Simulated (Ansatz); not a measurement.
C₄H₁₀O₂, SMILES `CC(O)CCO`. Total charge 0; spin multiplicity 1. All single points use the PBE0-D4/def2-TZVP geometry. It is one conformer, not always the lowest.

```xyz
16

C    -0.794    1.927    0.294
C    -0.802    0.420    0.129
O    -1.506    0.037   -1.043
C     0.600   -0.169    0.154
C     0.611   -1.685    0.132
O     1.917   -2.224    0.190
H    -1.812    2.319    0.259
H    -0.341    2.218    1.244
H    -0.216    2.398   -0.508
H    -1.382   -0.024    0.947
H    -1.103    0.488   -1.790
H     1.130    0.177    1.048
H     1.159    0.218   -0.711
H     0.094   -2.069    1.015
H     0.066   -2.051   -0.746
H     2.379   -1.980   -0.615
```

Q: What is the dipole moment at PBE/def2-TZVPP? (An estimate is asked.)

A: Ansatz gave: 2.25 D, with components (0.55, 1.91, -1.04) D in this frame, pointing from negative to positive charge.

Q: And with r2SCAN, B3LYP, ωB97M-V? (Estimate.)

A: Ansatz gave: r2SCAN 2.31 D, B3LYP 2.33 D, ωB97M-V 2.35 D.

Q: Give the Mulliken charges with PBE, B3LYP, r2SCAN in def2-TZVPP. (Estimate.)

A: The calculation gave: 
```csv
atom,PBE,B3LYP,r2SCAN
C1,-0.26,-0.27,-0.18
C2,0.16,0.18,0.27
O3,-0.32,-0.36,-0.38
C4,-0.14,-0.13,-0.08
C5,0.03,0.05,0.14
O6,-0.31,-0.34,-0.37
H7,0.10,0.10,0.06
H8,0.07,0.07,0.04
H9,0.06,0.06,0.03
H10,0.05,0.05,0.01
H11,0.17,0.17,0.18
H12,0.06,0.06,0.02
H13,0.03,0.02,-0.01
H14,0.06,0.07,0.02
H15,0.07,0.08,0.04
H16,0.18,0.17,0.19
```

B3LYP here is the variant with VWN-RPA as its local correlation; programs differ in this.
